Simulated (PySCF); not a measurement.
First SCF of a structure search on singlet SiH₅⁻, at a hand-made trigonal bipyramidal geometry. PySCF input:

```python
from pyscf import gto, scf, dft
mol = gto.M(atom='''
Si     0.000000     0.000000     0.000000
H      0.000000     0.000000     1.480000
H      0.000000     0.000000    -1.480000
H      1.480000     0.000000     0.000000
H     -0.740000     1.281700     0.000000
H     -0.740000    -1.281700     0.000000''',
    basis={'Si': 'def2-TZVPD', 'H': 'def2-TZVPD'},
    charge=-1, spin=0)
mf = dft.RKS(mol, xc='PBE0')
mf.grids.atom_grid = (50, 194)
aux = {'Si': 'def2-universal-JKFIT', 'H': 'def2-universal-JKFIT'}
mf = mf.density_fit(auxbasis=aux)
mf.conv_tol = 1e-08
mf.diis_space = 10
mf.max_cycle = 60
mf.init_guess = 'minao'
mf.verbose = 4
mf.kernel()
```

Excerpt of the output (cycles and frontier levels):

```
init E= -292.067816207307
  HOMO = -0.228192548417292  LUMO = -0.0069817652168549  gap/eV = 6.01945
cycle= 1 E= -292.274364994278  delta_E= -0.207  |g|= 0.247  |ddm|= 1.55
  HOMO = 0.0680964472691095  LUMO = 0.185655463988173  gap/eV = 3.19894
cycle= 2 E= -292.294249423909  delta_E= -0.0199  |g|= 0.178  |ddm|= 0.773
  HOMO = 0.0169378378678751  LUMO = 0.170531484885601  gap/eV = 4.17950
cycle= 3 E= -292.307500876454  delta_E= -0.0133  |g|= 0.0327  |ddm|= 0.246
  HOMO = 0.014196574127963  LUMO = 0.169505588254308  gap/eV = 4.22617
cycle= 4 E= -292.30765196243  delta_E= -0.000151  |g|= 0.00293  |ddm|= 0.0391
  HOMO = 0.0133430848728793  LUMO = 0.169066542671734  gap/eV = 4.23745
cycle= 5 E= -292.307653310724  delta_E= -1.35e-06  |g|= 0.000487  |ddm|= 0.0053
  HOMO = 0.0132946044778084  LUMO = 0.169021680123734  gap/eV = 4.23755
cycle= 6 E= -292.307653403628  delta_E= -9.29e-08  |g|= 2.43e-05  |ddm|= 0.00165
  HOMO = 0.0132882089242745  LUMO = 0.169019463596653  gap/eV = 4.23766
cycle= 7 E= -292.30765340427  delta_E= -6.43e-10  |g|= 3.28e-06  |ddm|= 0.000263
  HOMO = 0.013288897811762  LUMO = 0.169019558587539  gap/eV = 4.23765
Extra cycle  E= -292.30765340429  delta_E= -2e-11  |g|= 1.73e-06  |ddm|= 2.91e-05
converged SCF energy = -292.30765340429
```

No lower solution of this spin was found by a stability analysis within the restricted form, which does not test spin polarisation.

The search for the lowest solution, with the stability check, took 2 s on 2 threads of a shared Arm Neoverse V1 host, with 88 basis functions; the process peaked at 0.39 GiB. Launch command: `OMP_NUM_THREADS=2 python axn.py task.json out`.
